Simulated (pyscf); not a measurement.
Thermochemistry of product channels of HO–SiH₂–OH (SMILES O[SiH2]O) + HO–SiH₃ (SMILES O[SiH3]) on the singlet surface, in kcal/mol, from ωB97M-D3(BJ)/def2-TZVP energies (ideal gas, 1 atm, RRHO with modes under 100 cm⁻¹ raised to 100, one conformer, R ln 2 for chiral ones without a mode under 150 cm⁻¹). Optimised with ωB97X-D3(BJ)/def2-SVP in PySCF.

```csv
products,ΔE,ΔH(298 K),ΔG(298 K),ΔG(900 K)
HO–SiH(OH)–O–SiH₃ (SMILES O[SiH](O)O[SiH3]) + H₂ (SMILES [H][H]),-28.2,-30.8,-28.0,-24.1
HO–SiH₂–O–SiH₂–OH (SMILES O[SiH2]O[SiH2]O) + H₂ (SMILES [H][H]),-26.1,-28.2,-24.1,-17.2
```

These are energies of the channels, which say nothing of barriers.
